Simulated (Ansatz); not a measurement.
**Iron, bcc: convergence with Gaussian smearing**

Computed with Ansatz, PBE, scalar-relativistic PAW, on the relaxed cell (a = 2.833 Å; ferromagnetic, net 2.16 μB per atom). Errors count from a run at 420 eV on a Γ-centred 25×25×25 mesh with Fermi-Dirac smearing of 0.05 eV, extrapolated to zero width. Fixed here: cutoff 420 eV, mesh 15×15×15.

| width (eV) | E(σ→0) error (meV/atom) | F error (meV/atom) | P (GPa) | sphere moment (μB) | SCF iterations |
| --- | --- | --- | --- | --- | --- |
| 0.03 | -0.6 | -0.9 | -0.09 | 2.22 | 11 |
| 0.1 | -0.8 | -3.3 | 0.02 | 2.23 | 10 |
| 0.2 | -1.3 | -10.4 | -0.02 | 2.22 | 12 |
| 0.3 | -1.3 | -21.7 | -0.04 | 2.21 | 12 |
| 0.6 | 5.1 | -86.1 | 0.21 | 2.16 | 13 |
| 1.0 | 66.4 | -276.2 | -0.35 | 1.86 | 14 |

Question: What does the run at 0.01 give (width)?

Answer: E(σ→0) error (meV/atom): -0.6; F error (meV/atom): -0.7; P (GPa): -0.17; sphere moment (μB): 2.22; SCF iterations: 11.
